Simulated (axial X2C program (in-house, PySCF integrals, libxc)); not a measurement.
## Nuclear properties of ClAlCl⁺

Computed with an axial X2C code built on PySCF integrals: two-component X2C with atomic mean-field Coulomb and Gaunt terms, Gaussian nuclei, basis Cl dyall-av3z, Al dyall-v3z with contracted cores.

Cl–Al–Cl held linear, with bonds 2.002 and 2.002 Å (near the PBE0 minimum at charge 1 of the determinant lowest at the starting distance; the state shown can have its own minimum elsewhere, held linear; other orders of the atoms were not compared).

Input and command:
```json
{"zs": [17, 13, 17], "q": 1, "bas": ["dyall-av3z", "dyall-v3z", "dyall-av3z"], "r0": [2.25, 2.25], "symm": 1, "scan": ["PBE0", "HF", "PBE"], "levels": ["PBE0", "HF", "BHandHLYP"], "nst": 2}
```
```bash
python solin.py task.json out
```

Keys: zs atomic numbers; q charge; bas basis sets; r0 starting distance in Å; symm equal bonds; scan levels of the two-bond scan; levels methods; nst determinants followed.

Determinant lowest in the PBE0 search, Ω = 0 (closed shell), highest spinor 87% Cl p, 13% Al d:

```json
{"level": "PBE0", "qzz Cl (a.u.)": "2.02", "qzz Al (a.u.)": "-1.37"}
{"level": "HF", "qzz Cl (a.u.)": "1.89", "qzz Al (a.u.)": "-1.53"}
{"level": "BHandHLYP", "qzz Cl (a.u.)": "2.02", "qzz Al (a.u.)": "-1.44"}
```

qzz is the electric field gradient, eQq0 = 234.96 MHz × Q/barn × qzz. The operators were transformed with the bare-nucleus X2C matrices; with these basis sets, hyperfine constants and field gradients can be off by tens of per cent, and where levels differ in sign neither size nor sign is settled.

**Question.** With Q(35Cl) = -0.08112 barn, Q(27Al) = 0.1466 barn (Q from Pyykkö, Mol. Phys. 2018), turn the PBE0 values of the first state into constants in MHz.

**Answer.** eQq0(35Cl) = 234.96 × (-0.08112) × (2.02) = -38.5 MHz; eQq0(27Al) = 234.96 × (0.1466) × (-1.37) = -47.2 MHz.

The molecule was held linear; bending was not examined, so a bent shape may lie lower.

Each state is one determinant with collinear spin. The search compared states at one distance, so a state with another bond length can lie lower.
